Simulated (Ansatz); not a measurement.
# SiHCl2 radical: a rigid scan of the bond length Si2–H4

Aim: the energy along the bond length Si2–H4, from CCSD(T) and from cheaper methods, relative to the minimum. All other internal coordinates keep their values.

The runs use Ansatz 0.2.0, Gaussian basis; single points in def2-TZVPP.

Levels: PBE-D4, r2SCAN-D4, PBE0-D4, B3LYP-D4, wB97M-V, Hartree-Fock, MP2, CCSD, CCSD(T). The scan takes 1.310, 1.362, 1.437, 1.526, 1.624, 1.730, 1.842, 1.960 Å.

Cores are frozen in the correlated methods. Orbitals are unrestricted. B3LYP uses VWN-RPA correlation.

## 1. Starting geometry

The minimum, relaxed at PBE0-D4: SMILES `Cl[SiH]Cl`, 4 atoms, charge 0, spin multiplicity 2.

Atoms are counted from 1 here; the program's logs count them from 0.

Bond lengths: Cl1–Si2 2.047 Å, Si2–Cl3 2.047 Å, Si2–H4 1.488 Å. Angles: Cl1–Si2–Cl3 110.2°, Cl1–Si2–H4 108.0°, Cl3–Si2–H4 108.0°.

Geometry (Å):

```
Cl   -1.6466    0.1778    0.8894
Si    0.1876   -0.4142    0.2000
Cl    0.2509   -0.2813   -1.8417
H     1.2082    0.5177    0.7524
```

Energies of the minimum (eV), from earlier single points: PBE-D4 -32927.43962, r2SCAN-D4 -32939.35318, PBE0-D4 -32930.18101, B3LYP-D4 -32943.10629, wB97M-V -32939.74047, CCSD(T) -32902.74164.

At the minimum the bond length Si2–H4 is 1.488 Å.

## 2. Si2–H4 = 1.310 Å

Contents of ccsdt-tzvpp/in.yaml:

```yaml
crystal:
  periodic: [false, false, false]
  atoms:
    - {symbol: Cl, position_ang: [-1.646644, 0.177814, 0.889382]}
    - {symbol: Si, position_ang: [0.187626, -0.414158, 0.199985]}
    - {symbol: Cl, position_ang: [0.250858, -0.281336, -1.841739]}
    - {symbol: H, position_ang: [1.085914, 0.406068, 0.686204]}
basis:
  gaussian: {orbitals: def2-TZVPP}
magnetization: {spin_polarized: true, initial_magnetization: 1}
correlation: {method: ccsd_t}
scf: {omitted_lower_state_checks: [cluster_reference]}
```

No record of the launch command was kept for these runs.

After this run come: Si2–H4 = 1.362 Å; Si2–H4 = 1.437 Å; Si2–H4 = 1.526 Å; Si2–H4 = 1.624 Å; Si2–H4 = 1.730 Å; Si2–H4 = 1.842 Å; Si2–H4 = 1.960 Å.

What does the calculation give? Wanted: highest point, CCSD(T); lowest point, CCSD(T); minimum along the scan, CCSD(T); RMS deviation from CCSD(T); largest T1 diagnostic.

The runs gave:

| quantity | value |
| --- | --- |
| highest point, CCSD(T) | 97.6 kJ/mol at 1.960 Å |
| lowest point, CCSD(T) | 0.0 kJ/mol at 1.488 Å |
| minimum along the scan, CCSD(T) | 1.481 Å |
| curvature there | 17.7 eV/Å² |
| RMS deviation from CCSD(T) | PBE-D4 8.5, r2SCAN-D4 2.7, PBE0-D4 2.5, B3LYP-D4 3.7, wB97M-V 0.6, Hartree-Fock 7.4, MP2 5.4, CCSD 1.5 kJ/mol |
| largest T1 diagnostic | 0.019 |

What this shows: A polynomial through the near points puts the CCSD(T) minimum 0.007 Å below the PBE0-D4 value. The well is lopsided: squeezing costs more than stretching by the same length. Curvature against CCSD(T): PBE-D4 -11 %, Hartree-Fock +10 %. The curve of wB97M-V lies nearest to CCSD(T), that of PBE-D4 farthest. 1 further points are left out, because the reference changes its state there.
